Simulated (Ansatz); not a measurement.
**Molecular dynamics, step by step**

C₂HFO (SMILES O=C=CF), singlet, BHLYP-D4/def2-SVP (Ansatz 0.2.0). Settings (timestep in fs, temperature in K; T counts 9 degrees of freedom):

```yaml
hamiltonian: {xc: {name: BHLYP}, dispersion: d4}
md: {n_steps: 60, timestep: 1.0, temperature: 300, ensemble: nve, seed: 438, initial_velocities: maxwell_boltzmann}
```

Start (the SMILES describes the start alone):

```
atom    x (Å)    y (Å)    z (Å)
  O1   0.6525  -1.2991   1.3364
  C2   0.2589  -0.5451   0.5465
  C3  -0.1226   0.3577  -0.3089
  F4  -1.1388   0.1641  -1.1846
  H5   0.3501   1.3224  -0.3894
```

| step | time (fs) | potential energy less the start (meV) | kinetic energy (meV) | T (K) |
| --- | --- | --- | --- | --- |
| 0 | 0.00 | 0.0 | 116.3 | 300 |
| 4 | 4.00 | 34.4 | 82.1 | 212 |
| 8 | 8.00 | 82.3 | 37.2 | 96 |
| 12 | 12.00 | 43.9 | 75.6 | 195 |
| 16 | 16.00 | 44.0 | 74.8 | 193 |
| 20 | 20.00 | 43.3 | 73.0 | 188 |
| 24 | 24.00 | 30.2 | 86.1 | 222 |
| 28 | 28.00 | 20.4 | 97.9 | 252 |
| 32 | 32.00 | 62.9 | 56.8 | 147 |
| 36 | 36.00 | 88.2 | 31.5 | 81 |
| 40 | 40.00 | -5.7 | 122.1 | 315 |
| 44 | 44.00 | 33.0 | 84.1 | 217 |
| 48 | 48.00 | 78.3 | 39.8 | 103 |
| 52 | 52.00 | 33.9 | 84.5 | 218 |
| 56 | 56.00 | 60.7 | 58.7 | 151 |
| 60 | 60.00 | 67.6 | 50.6 | 131 |

Step 8, positions (Å) and forces (eV/Å):

```tsv
atom	x	y	z	Fx	Fy	Fz
O1	0.635	-1.297	1.336	0.646	-1.035	0.990
C2	0.295	-0.553	0.545	-1.275	1.374	-1.565
C3	-0.122	0.376	-0.310	0.231	0.318	-0.056
F4	-1.151	0.154	-1.189	1.377	0.363	1.082
H5	0.435	1.349	-0.278	-0.978	-1.020	-0.451
```

Step 12, positions (Å) and forces (eV/Å):

```tsv
atom	x	y	z	Fx	Fy	Fz
O1	0.632	-1.304	1.343	-0.083	0.644	-0.835
C2	0.298	-0.546	0.530	-0.560	-0.185	0.237
C3	-0.131	0.384	-0.321	-0.441	-2.256	0.594
F4	-1.141	0.153	-1.177	0.553	0.193	0.361
H5	0.369	1.299	-0.302	0.531	1.604	-0.357
```

Step 36, positions (Å) and forces (eV/Å):

```tsv
atom	x	y	z	Fx	Fy	Fz
O1	0.622	-1.306	1.304	0.181	-0.499	0.543
C2	0.259	-0.525	0.551	-0.381	1.226	-1.195
C3	-0.107	0.415	-0.326	0.826	-0.528	1.043
F4	-1.131	0.119	-1.153	0.568	0.756	0.155
H5	0.490	1.366	-0.311	-1.194	-0.956	-0.546
```

Last step (60):

O1  (0.616, -1.320, 1.299)
C2  (0.275, -0.489, 0.567)
C3  (-0.100, 0.400, -0.328)
F4  (-1.136, 0.119, -1.158)
H5  (0.417, 1.319, -0.292)
(Å)

Hardware: 2 CPU threads of an Arm Neoverse V2, shared host. Wall time about 35 s.
